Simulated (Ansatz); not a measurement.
A nudged elastic band was laid between two geometries of CH₃SSi (6 atoms, charge 0, multiplicity 2).

Method: UKS BHLYP-D4/def2-SVP in Ansatz.

| Property | Result |
| --- | --- |
| movable images | 7 |
| climbing image | yes |
| spring | 5.0 eV/Å² |
| optimiser | quadratic models (default) |
| start path | through a guess of the saddle point |
| force threshold | 0.03 eV/Å |
| iteration limit | 60 |
| end points | relaxed |

First end point:

```xyz
6
Properties=species:S:1:pos:R:3
C -0.504 -0.918 -0.209
Si 0.493 0.488 0.213
S -1.465 0.482 -0.673
H -0.765 -1.961 -0.304
H 1.623 0.930 -0.623
H 0.618 0.978 1.596
```

Last end point:

```xyz
6
Properties=species:S:1:pos:R:3
C -0.512 -0.155 -0.017
Si 0.826 0.746 0.414
S -1.705 -0.805 -0.991
H -1.559 -2.115 -0.698
H 1.866 1.215 -0.522
H 1.085 1.114 1.815
```

Problem. What changes between the two ends?

Solution. Bonds broken: C1–H4, Si2–S3. Bonds formed: S3–H4.

Problem. Give the energies along the band, and the barrier.

Solution. The run converged. The highest image is number 5 of 0 to 8, 76.1 kcal/mol above the first end and 38.6 kcal/mol above the last; the last end lies 37.5 kcal/mol above the first. The profile has 2 maxima (images 3, 5) with wells between them (image 4): this band takes more than one step, which may be the mechanism or a detour left from its start path. Neighbouring images differ by up to 2.4 eV, so the band resolves the path poorly. The order of the stationary point at the top wasn't checked.

| image | path coordinate (Å) | energy (kcal/mol) | C1–H4 (Å) | Si2–S3 (Å) | S3–H4 (Å) |
| --- | --- | --- | --- | --- | --- |
| 0 | 0.00 | 0.0 | 1.08 | 2.15 | 2.57 |
| 1 | 0.71 | 11.8 | 1.07 | 2.11 | 2.23 |
| 2 | 1.43 | 66.4 | 1.33 | 2.12 | 1.62 |
| 3 | 2.14 | 71.7 | 2.27 | 2.17 | 1.35 |
| 4 | 2.85 | 68.0 | 2.61 | 2.22 | 1.35 |
| 5 | 3.57 | 76.1 | 2.48 | 2.40 | 1.36 |
| 6 | 4.34 | 57.9 | 2.44 | 2.81 | 1.34 |
| 7 | 5.12 | 41.0 | 2.38 | 3.10 | 1.35 |
| 8 | 5.89 | 37.5 | 2.32 | 3.28 | 1.35 |

Problem. What is the geometry of the highest image?

Solution. 
```xyz
6
Properties=species:S:1:pos:R:3:forces:R:3
C 0.028 -1.168 0.560 0.00 0.00 0.00
Si 0.676 0.477 0.459 -0.01 0.00 0.00
S -1.379 -0.474 -0.341 0.00 0.00 0.00
H -1.472 -1.312 -1.407 0.00 0.00 0.00
H 1.435 0.901 -0.733 0.00 0.00 0.00
H 0.711 1.575 1.462 0.00 0.00 0.00
```

Run time: 78 s on 2 threads of AMD EPYC 9R45 96-Core Processor (Zen 5), on a shared host, peak memory 0.21 GiB.
